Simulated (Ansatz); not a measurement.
in.yaml

```yaml
crystal:
  periodic: [false, false, false]
  atoms:
    - {symbol: Al, position_ang: [0.000000, 0.000000, 0.941700]}
    - {symbol: Ga, position_ang: [0.000000, 0.000000, -3.465300]}
    - {symbol: H, position_ang: [0.000000, 0.000000, 2.523600]}
basis:
  gaussian: {orbitals: 6-31G}
magnetization: {spin_polarized: true, initial_magnetization: 3}
correlation: {method: ccsdt, electrons: outside_noble_gas}
output: {forces: true}
```

```sh
$ ansatz run in.yaml --threads 1 --pin off --events-out ev --progress --plain --max-ram 2393MiB
```

The program prints:

```
714 factors; integrals over basis functions are off by at most 7.1e-8 eV
mean field evaluation 1: about -58918.4520 eV, gradient 5.1e0 eV
mean field evaluation 2: about -58918.4742 eV, gradient 5.1e0 eV
mean field evaluation 4: about -58919.1246 eV, gradient 1.5e0 eV
mean field evaluation 8: about -58919.1907 eV, gradient 2.5e-1 eV
mean field evaluation 16: about -58919.5083 eV, gradient 3.4e0 eV
mean field evaluation 32: about -58919.1818 eV, gradient 4.6e-1 eV
mean field evaluation 64: about -58920.3028 eV, gradient 1.3e-1 eV
mean field evaluation 96: about -58920.1870 eV, gradient 2.1e-6 eV
mean field evaluation 128: about -58920.3057 eV, gradient 5.3e-1 eV
mean field evaluation 160: about -58920.2700 eV, gradient 5.6e-1 eV
...
cycle  28  -1.65051645 eV  change   -1.2e-6 eV  update   3.4e-6
cycle  29  -1.65051776 eV  change   -1.3e-6 eV  update   1.3e-6
cycle  30  -1.65051827 eV  change   -5.1e-7 eV  update   6.0e-7
cycle  31  -1.65051886 eV  change   -5.9e-7 eV  update   6.5e-7
cycle  32  -1.65051905 eV  change   -1.9e-7 eV  update   5.0e-7
cycle  33  -1.65051903 eV  change    1.8e-8 eV  update   2.0e-7
cycle  34  -1.65051913 eV  change   -1.0e-7 eV  update   1.7e-7
cycle  35  -1.65051921 eV  change   -7.7e-8 eV  update   9.5e-8
cycle  36  -1.65051923 eV  change   -2.0e-8 eV  update   6.8e-8
cycle  37  -1.65051924 eV  change   -8.6e-9 eV  update   5.9e-8
WARN: these amplitudes may be one of several solutions (largest doubles amplitude 0.75, level shift 0.00 eV)
the calculation of the forces begins
Total energy: -58921.95386545 eV, -2165.3418658204 hartree
Atom 0 at     0.000000     0.000000     0.941700 Å, force     0.000000     0.000000    -0.952960 eV/Å
Atom 1 at     0.000000     0.000000    -3.465300 Å, force     0.000000    -0.000000     0.208970 eV/Å
Atom 2 at     0.000000     0.000000     2.523600 Å, force    -0.000000    -0.000000     0.743990 eV/Å
Dipole moment:    -0.000000    -0.000000    -0.221986 e Å
```

Forces (eV/Å):
```
Al   0.000  0.000 -0.953
Ga   0.000  0.000  0.209
H    0.000  0.000  0.744
```

Ran on 1 thread of Arm Neoverse V2, shared host: 31 s wall, 0.19 GiB peak host memory.
